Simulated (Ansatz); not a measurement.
Ansatz (a quantum-chemistry and plane-wave program) input (MP2/6-31G*):

Ansatz 0.2 input:
```yaml
crystal:
  periodic: [false, false, false]
  atoms:
    - {symbol: C, position_ang: [0.00150420, 0.06782275, 0.35234476]}
    - {symbol: H, position_ang: [0.00420647, -0.06617570, 1.47074893]}
    - {symbol: C, position_ang: [0.00836434, 1.49076899, -0.15367575]}
    - {symbol: H, position_ang: [-0.87400686, 2.03508487, 0.22502747]}
    - {symbol: H, position_ang: [0.89948318, 2.02456257, 0.21948169]}
    - {symbol: C, position_ang: [1.24463462, -0.68990047, -0.13394913]}
    - {symbol: H, position_ang: [1.26512854, -0.68733128, -1.22899581]}
    - {symbol: H, position_ang: [2.15557123, -0.18983784, 0.21049222]}
    - {symbol: H, position_ang: [1.26778541, -1.72832745, 0.23041004]}
    - {symbol: C, position_ang: [-1.25354649, -0.67507850, -0.12613720]}
    - {symbol: H, position_ang: [-1.28085629, -0.67222569, -1.22103440]}
    - {symbol: H, position_ang: [-1.28673820, -1.71317120, 0.23839815]}
    - {symbol: H, position_ang: [-2.15631350, -0.16425497, 0.22397568]}
basis:
  gaussian:
    orbitals: 6-31G*
total_charge: -1
magnetization: {spin_polarized: false}
correlation: {method: mp2, electrons: outside_noble_gas}
relax: {f_tol: 0.003, max_steps: 120}
```

**Question.** Predict the final energy.

**Answer.** -157.11625 Eh.
